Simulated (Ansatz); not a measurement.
Reaction: CHN (methanidylidyneazanium, SMILES [C-]#[NH+]) → CHN (parent SMILES [C-]#[NH+], triplet)
Each species at its own B3LYP-D3(BJ)/def2-TZVP minimum (Ansatz, a quantum-chemistry and plane-wave program).

Property: adiabatic triplet-singlet gap (electronic), in kcal/mol. Radicals and triplets start from unrestricted determinants; spin-orbit coupling is neglected. CBS(X,Y): correlation extrapolated as X^-3, Hartree-Fock from the larger set (Q,5: extrapolated as (X+1)exp(-9√X)). A bracket is a step between two methods taken in the basis named. The functionals are non-relativistic, so their misses hold any scalar relativity. Double hybrids freeze cores in their MP2 part. '+ core + X2C': CCSD(T) terms for core correlation (cc-pwCVTZ) and scalar relativity (cc-pVTZ-DK). The UHF reference of CHN (parent SMILES [C-]#[NH+], triplet) is spin-contaminated (<S^2> up to 0.31 over the pure value in the sets run). The spin of CHN (parent SMILES [C-]#[NH+], triplet) was assumed, and the state is the lowest solution found for it.

CCSD(T)/CBS(cc-pVQZ,cc-pV5Z) + [CCSDT(Q) - CCSD(T)]/cc-pVTZ + [CCSDTQ - CCSDT(Q)]/cc-pVDZ + core + X2C (Ansatz) gives 107.3 kcal/mol.

Problem. What does PBE/def2-TZVPD (Ansatz) give here, and how do the other levels compare?

Solution. PBE gives 100.4 kcal/mol, 6.9 kcal/mol below it. Differences of the others: r2SCAN/def2-TZVPD (Ansatz) -9.9; PBE0/def2-TZVPD (Ansatz) -5.6; wB97M-V/def2-TZVPD (Ansatz) 4.8; B2PLYP/def2-TZVPD (Ansatz) 0.0; CCSD(T)/CBS(cc-pVQZ,cc-pV5Z) + core + X2C (Ansatz) 1.1 kcal/mol.
